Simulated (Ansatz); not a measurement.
One change: `B1O[SiH2]1` becomes `B1[SiH2]S1`.

Ansatz, PBE0-D4/def2-TZVP geometries, multiplicity 1. 

```json
{"property": "LUMO energy (PBE/def2-TZVPP) / eV", "`B1O[SiH2]1`": "-2.04"}
{"property": "HOMO–LUMO gap (PBE/def2-TZVPP) / eV", "`B1O[SiH2]1`": "3.94"}
{"property": "zero-point energy (PBE0-D4/def2-TZVP) / kJ/mol", "`B1O[SiH2]1`": "85.9"}
{"property": "HOMO energy (ωB97M-V/def2-TZVPP) / eV", "`B1O[SiH2]1`": "-9.24"}
{"property": "LUMO energy (B3LYP/def2-TZVPP) / eV", "`B1O[SiH2]1`": "-1.22"}
{"property": "LUMO energy (PBE0/def2-TZVPP) / eV", "`B1O[SiH2]1`": "-1.01"}
```

Q: What does the change do to each property? (An estimate is asked.)

A: The calculation gave: 
```csv
property,`B1[SiH2]S1`,shift
LUMO energy (PBE/def2-TZVPP) / eV,-2.76,-0.72
HOMO–LUMO gap (PBE/def2-TZVPP) / eV,3.49,-0.45
zero-point energy (PBE0-D4/def2-TZVP) / kJ/mol,80.5,-5.4
HOMO energy (ωB97M-V/def2-TZVPP) / eV,-9.34,-0.10
LUMO energy (B3LYP/def2-TZVPP) / eV,-1.97,-0.75
LUMO energy (PBE0/def2-TZVPP) / eV,-1.82,-0.81
```

With PBE0 the HOMO falls by 0.20 eV and the LUMO falls by 0.81 eV, so the gap narrows by about 0.61 eV. PBE moves the HOMO by -0.27 eV and ωB97M-V by -0.10 eV.

B3LYP here is the variant with VWN-RPA as its local correlation; programs differ in this.
